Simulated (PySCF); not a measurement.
# A workflow on SiH4O (Si(OH)H3)

We compute a structure relaxation (SVWN5/def2-SVP), then the energy (CCSD(T)/6-311++G**), then the vertical excitations (TD-MN15/def2-SVPD) of SiH4O (Si(OH)H3). The job is set up through a Python script.

The calculation is run with PySCF 2.14.0.

1 further run of the same task is left out (for a faulty analytic Hessian).

**1. The molecule**

SiH4O: 6 atoms, total charge 0, spin state singlet. As SMILES, `[H][Si]([H])([H])O`. All atoms were displaced at random from a relaxed shape. The run starts from this shape.

Bond lengths: Si1–O2 1.649 Å, O2–H3 0.940 Å, Si1–H4 1.381 Å, Si1–H5 1.362 Å, Si1–H6 1.366 Å. Angles: Si1–O2–H3 128.3°, O2–Si1–H4 103.2°, O2–Si1–H5 109.2°, O2–Si1–H6 103.2°, H4–Si1–H5 107.3°, H4–Si1–H6 118.6°, H5–Si1–H6 114.3°.

**2. A geometry optimisation at SVWN5/def2-SVP (density fitting with cc-pvdz-jkfit, IEF-PCM nitromethane) (run 1)**

geometry.xyz

```xyz
6
H4OSi
Si    -0.002902    -0.116832    -0.488700
O      0.119084    -0.080912     1.155151
H      0.341802     0.646889     1.706504
H      1.314143    -0.081002    -0.903722
H     -0.594995     1.032038    -0.919809
H     -0.732523    -1.248269    -0.722446
```

input.py

```python
# Si(OH)H3
from pyscf import gto, dft, solvent
from pyscf.geomopt.geometric_solver import kernel as optimise

system = gto.M(
    atom='geometry.xyz',
    max_memory=1860,
    verbose=4,
    basis='def2-svp',
)

calc0 = dft.RKS(system)
calc0.xc = 'svwn'
calc0 = calc0.density_fit(auxbasis='cc-pvdz-jkfit')
calc0 = calc0.PCM()
calc0.with_solvent.method = 'IEF-PCM'
calc0.with_solvent.eps = 36.562  # nitromethane
converged, mol_eq = optimise(calc0, maxsteps=100, convergence_set='GAU_TIGHT')
print('converged:', converged)
print(mol_eq.tostring())

calc0.reset(mol_eq)
system = mol_eq
calc0.kernel()
etot = calc0.e_tot
print(f'total energy: {etot:.8f} hartree')
```

On the command line:

```sh
$ OMP_NUM_THREADS=1 python input.py
```

The program printed:

```text
PySCF version 2.14.0

[... 252 lines left out ...]
Solvent Energy = -0.00595130861141213
[... 219 lines left out ...]
Solvent Energy = -0.00644031895883401
[... 219 lines left out ...]
Solvent Energy = -0.00646568809592148
[... 278 lines left out ...]
WARN: PCM is an experimental feature. It is still in testing.
[... 224 lines left out ...]
Solvent Energy = -0.00646090584590966
[... 278 lines left out ...]
WARN: PCM is an experimental feature. It is still in testing.
[... 225 lines left out ...]
Solvent Energy = -0.00647571750845649
[... 278 lines left out ...]
WARN: PCM is an experimental feature. It is still in testing.
[... 224 lines left out ...]
Solvent Energy = -0.00647263549175048
[... 283 lines left out ...]
Solvent Energy = -0.00647230038560318
[... 283 lines left out ...]
Solvent Energy = -0.00647226459543014
[... 202 lines left out ...]
converged SCF energy = -365.259046779832
total energy: -365.25904678 hartree
```

It took 5 min on 1 thread of Intel Xeon at 2.50GHz (Skylake/Cascade Lake), shared host; peak memory 0.33 GiB.

Steps, from the record of the run:

```
step  energy from the first frame kept (eV)  largest force (eV/Å)
   0                                 0.0000                3.4870
   2                                -0.7830                0.2479
   4                                -0.7924                0.1391
   6                                -0.7944                0.0840
   8                                -0.7958                0.0727
  10                                -0.7960                0.0035
  12                                -0.7960                0.0044
  14                                -0.7960                0.0163
  16                                -0.7961                0.0217
  18                                -0.7962                0.0007
  20                                -0.7962                0.0035
  22                                -0.7962                0.0023
  24                                -0.7962                0.0006
  26                                -0.7962                0.0022
  28                                -0.7962                0.0005
```

After the run. Bond lengths: Si1–O2 1.662 Å, O2–H3 0.977 Å, Si1–H4 1.510 Å, Si1–H5 1.510 Å, Si1–H6 1.502 Å. Angles: Si1–O2–H3 116.1°, O2–Si1–H4 112.8°, O2–Si1–H5 112.8°, O2–Si1–H6 105.5°, H4–Si1–H5 107.8°, H4–Si1–H6 108.9°, H5–Si1–H6 108.9°.

**3. A single-point energy at CCSD(T)/6-311++G(d,p) (run 3)**

start.xyz

```xyz
6

Si     0.025571    -0.096343    -0.390683
O     -0.041912    -0.007216     1.268005
H      0.367415     0.782322     1.673444
H      1.440802    -0.133829    -0.916856
H     -0.688862     1.049589    -1.067098
H     -0.662563    -1.380935    -0.753055
```

calc.py

```python
from pyscf import gto, cc

mol = gto.M(
    atom='start.xyz',
    spin=0,
    verbose=4,
    basis='6-311++g**',
    max_memory=1860,
)

hf = mol.RHF()
hf.kernel()

mycc = cc.CCSD(hf, frozen=6)
mycc.kernel()
e_t = mycc.ccsd_t()
e_tot = mycc.e_tot + e_t
print('E(%s) = %.9f' % ('CCSD(T)', e_tot))
```

On the command line:

```sh
$ OMP_NUM_THREADS=1 python calc.py
```

The program printed:

```text
PySCF version 2.14.0

[... 58 lines left out ...]
converged SCF energy = -366.184644951882
[... 12 lines left out ...]
Init t2, MP2 energy = -366.501914493949  E_corr(MP2) -0.317269542066854
[... 12 lines left out ...]
CCSD converged
[... 2 lines left out ...]
E(CCSD(T)) = -366.535176431
```

Run time: 14 s. Hardware: 1 thread of Intel Xeon at 2.50GHz (Skylake/Cascade Lake), shared host; peak memory 0.31 GiB.

**4. The excited states at TD-MN15/def2-SVPD (density fitting, IEF-PCM water, spin of roots singlet) (run 4)**

job.py

```python
from pyscf import gto, dft, tdscf, solvent

system = gto.M(
    atom='''
Si   0.025571  -0.096343  -0.390683
O   -0.041912  -0.007216   1.268005
H    0.367415   0.782322   1.673444
H    1.440802  -0.133829  -0.916856
H   -0.688862   1.049589  -1.067098
H   -0.662563  -1.380935  -0.753055
''',
    basis='def2-svpd',
    verbose=4,
    max_memory=1860,
)

mf = dft.RKS(system, xc='mn15')
mf = mf.density_fit()
mf = mf.PCM()
mf.with_solvent.method = 'IEF-PCM'
mf.with_solvent.eps = 78.3553  # water
mf.kernel()

e_tot = mf.e_tot
print(f'total energy: {e_tot:.8f} hartree')

td = tdscf.TDDFT(mf)
td.nstates = 3
td.kernel()
td.analyze()
roots = td.e * 27.211386
osc = td.oscillator_strength()
print('state   eV      nm      f')
for i, (w, f) in enumerate(zip(roots, osc), 1):
    print('%3d %9.4f %8.1f %9.5f' % (i, w, 1239.842 / w, f))
```

On the command line:

```sh
$ OMP_NUM_THREADS=1 python job.py
```

The program printed:

```text
PySCF version 2.14.0

[... 50 lines left out ...]
WARN: PCM is an experimental feature. It is still in testing.
[... 15 lines left out ...]
Solvent Energy = -0.0119800104263284
[... 7 lines left out ...]
Solvent Energy = -0.00691246953713056
[... 7 lines left out ...]
Solvent Energy = -0.00698386170551529
[... 7 lines left out ...]
Solvent Energy = -0.0069885587053944
[... 7 lines left out ...]
Solvent Energy = -0.00698867772782522
[... 2 lines left out ...]
total energy: -366.78769119 hartree
[... 13 lines left out ...]
WARN: PCM is an experimental feature. It is still in testing.
Features and APIs may be changed in the future.

lebedev_order = 29 (302 grids per sphere)
eps = 1.78
frozen = False
TDDFT non-equilibrium solvation with eps=1.78
Excitation energies (eV)
[7.26307654 7.88313789 8.68886704]

** Singlet excitation energies and oscillator strengths **
      13 -> 14       -0.69872
      12 -> 14        0.69740
      12 -> 17       -0.14453
      13 -> 15       -0.54234
      13 -> 16       -0.41143

** Transition electric dipole moments (AU) **
state          X           Y           Z        Dip. S.      Osc.
  1        -0.0583      0.0324     -0.0040      0.0045      0.0008
  2        -0.1126     -0.2277     -0.1957      0.1028      0.0199
  3        -0.7957      0.4419     -0.0557      0.8315      0.1770

** Transition velocity dipole moments (imaginary part, AU) **
state          X           Y           Z        Dip. S.      Osc.
  1        -0.0112      0.0062     -0.0008      0.0002      0.0004
  2        -0.0367     -0.0741     -0.0628      0.0108      0.0248
  3        -0.2773      0.1540     -0.0194      0.1010      0.2108

** Transition magnetic dipole moments (imaginary part, AU) **
state          X           Y           Z
  1         0.6831      1.1933     -0.3032
  2         1.4512     -0.8050      0.1019
  3        -0.3869     -0.8221     -0.9964
state   eV      nm      f
  1    7.2631    170.7   0.00079
  2    7.8831    157.3   0.01986
  3    8.6889    142.7   0.17701
```

Run time: 6.9 min. Hardware: 1 thread of Intel Xeon at 2.50GHz (Skylake/Cascade Lake), shared host; peak memory 0.67 GiB.

The roots found:

| excited state | energy (eV) | strength |
| --- | --- | --- |
| 1 | 7.263 | 0.0008 |
| 2 | 7.883 | 0.0199 |
| 3 | 8.689 | 0.1770 |

**5. Summary of results**

| quantity | value |
| --- | --- |
| run 1, SVWN5/def2-SVP: total energy at the end | -365.25905 Eh |
| run 1, SVWN5/def2-SVP: dipole moment | 1.80 D |
| run 1, SVWN5/def2-SVP: HOMO energy | -6.94 eV |
| run 1, SVWN5/def2-SVP: LUMO energy | -0.34 eV |
| run 1, SVWN5/def2-SVP: HOMO–LUMO gap | 6.60 eV |
| run 1, SVWN5/def2-SVP: solvent term in the energy | -17.0 kJ/mol |
| run 3, CCSD(T)/6-311++G**: total energy | -366.53518 Eh |
| run 3, CCSD(T)/6-311++G**: dipole moment (Hartree–Fock density) | 1.72 D |
| run 3, CCSD(T)/6-311++G**: HOMO energy (Hartree–Fock orbitals) | -12.46 eV |
| run 3, CCSD(T)/6-311++G**: LUMO energy (Hartree–Fock orbitals) | 1.18 eV |
| run 3, CCSD(T)/6-311++G**: HOMO–LUMO gap (Hartree–Fock orbitals) | 13.64 eV |
| run 3, CCSD(T)/6-311++G**: correlation energy (6 core orbitals frozen) | -350.5 mEh |
| run 3, CCSD(T)/6-311++G**: (T) correction | -8.61 mEh |
| run 3, CCSD(T)/6-311++G**: T1 diagnostic | 0.011 |
| run 4, TD-MN15/def2-SVPD: ground-state or mean-field energy | -366.78769 Eh |
| run 4, TD-MN15/def2-SVPD: dipole moment (MN15 Kohn–Sham density) | 1.85 D |
| run 4, TD-MN15/def2-SVPD: HOMO energy (MN15 Kohn–Sham orbitals) | -9.45 eV |
| run 4, TD-MN15/def2-SVPD: LUMO energy (MN15 Kohn–Sham orbitals) | 0.71 eV |
| run 4, TD-MN15/def2-SVPD: HOMO–LUMO gap (MN15 Kohn–Sham orbitals) | 10.17 eV |
| run 4, TD-MN15/def2-SVPD: solvent term in the energy | -18.3 kJ/mol |
| run 4, TD-MN15/def2-SVPD: lowest singlet excitation energy | 7.26 eV |

What this shows: The optimisation (run 1, SVWN5/def2-SVP) took 28 steps and changed the energy by -0.796 eV. The triples (run 3, CCSD(T)/6-311++G**) make up 2.5 % of the correlation energy. The brightest of the 3 transitions from the ground state lies at 8.69 eV (143 nm, f = 0.177); the lowest, at 7.26 eV, has f = 0.001.
